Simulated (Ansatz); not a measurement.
```yaml
crystal:
  periodic: [false, false, false]
  atoms:
    - {symbol: B, position_ang: [-0.799537, -0.557338, 0.001693]}
    - {symbol: B, position_ang: [0.011784, 0.884175, -0.001951]}
    - {symbol: C, position_ang: [0.694750, -0.464654, 0.000616]}
    - {symbol: H, position_ang: [0.170610, 2.031254, -0.004567]}
basis:
  gaussian: {orbitals: def2-TZVP}
magnetization: {spin_polarized: true, initial_magnetization: 3}
hamiltonian: {xc: pbe0}
relax: {f_tol: 0.004, max_steps: 80}
```

```sh
$ ansatz run in.yaml --threads 1 --pin off --events-out ev --progress --plain --max-ram 2176MiB
```

Steps of the relaxation (energy above the last step; positions in Å, forces in eV/Å):

```
4
step 1, 65.4 meV
B    -0.800   -0.557    0.002   -1.313   -0.988    0.003
B     0.012    0.884   -0.002    0.650    0.415   -0.001
C     0.695   -0.465    0.001    0.731   -0.121    0.000
H     0.171    2.031   -0.005   -0.068    0.694   -0.001
```

```
4
step 2, 15.7 meV
B    -0.814   -0.578    0.002   -0.606   -0.432    0.001
B     0.027    0.888   -0.002    0.390    0.277   -0.001
C     0.696   -0.473    0.001    0.305   -0.033    0.000
H     0.167    2.056   -0.005   -0.090    0.188    0.000
```

```
4
step 3, 0.8 meV
B    -0.827   -0.590    0.002   -0.024   -0.003    0.000
B     0.050    0.893   -0.002    0.093    0.013    0.000
C     0.698   -0.482    0.001   -0.023    0.019    0.000
H     0.158    2.072   -0.005   -0.046   -0.029    0.000
```

```
4
step 5, 0.0 meV
B    -0.829   -0.584    0.002    0.000    0.001    0.000
B     0.062    0.892   -0.002   -0.003    0.003    0.000
C     0.697   -0.486    0.001    0.003   -0.006    0.000
H     0.148    2.071   -0.005    0.000    0.002    0.000
```

```
4
step 6, 0.0 meV
B    -0.829   -0.584    0.002    0.000    0.000    0.000
B     0.062    0.892   -0.002    0.000   -0.001    0.000
C     0.697   -0.486    0.001    0.000    0.001    0.000
H     0.148    2.071   -0.005    0.000    0.000    0.000
```

Close pairs at the end: B2–H4 1.182 Å, B2–C3 1.517 Å, B1–C3 1.529 Å, B1–B2 1.723 Å.

A stationary point of unrestricted PBE0 after 6 steps, with ⟨S²⟩ = 3.756 against 3.75 for a pure state; no frequencies were run, so it isn't proven a minimum. 34 s on 1 thread of Arm Neoverse V1, shared host.
